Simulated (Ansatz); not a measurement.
We consider rock-salt MgS, described by BLYP in Ansatz (PAW).

Numerical settings: plane-wave cutoff 520 eV, 12×12×12 k mesh, Fermi–Dirac smearing 0.01 eV, scalar-relativistic PAW data made under PBE.

Cell (relaxed at this level):

MgS is modelled in the cubic space group Fm-3m (No. 225), the rock salt structure, Pearson symbol cF8. Cell: a = b = c = 5.2891 Å, α = β = γ = 90.00°. Mg on 4a sees 6 S at 2.645 Å (octahedral). S on 4b has 6 Mg at 2.645 Å (octahedral). (Neighbours: up to the widest gap in distance over summed covalent radii, below 1.35, at either atom; cation-cation and far metal-metal contacts left out.)
(The calculation used a cell of 2 atoms; values per cell refer to that cell.)

What does this level give for the pressure derivative B′ of the bulk modulus, width of the whole s-p valence band, band gap and smallest direct gap on the k points sampled?


- pressure derivative B′ of the bulk modulus: 4.1
- width of the whole s-p valence band: 12.35 eV
- band gap: 2.72 eV (indirect)
- smallest direct gap on the k points sampled: 3.49 eV

Computed values are for the static lattice.

It cost about 23 core-seconds (a rough figure) of CPU time.

Ansatz is a first-principles code.
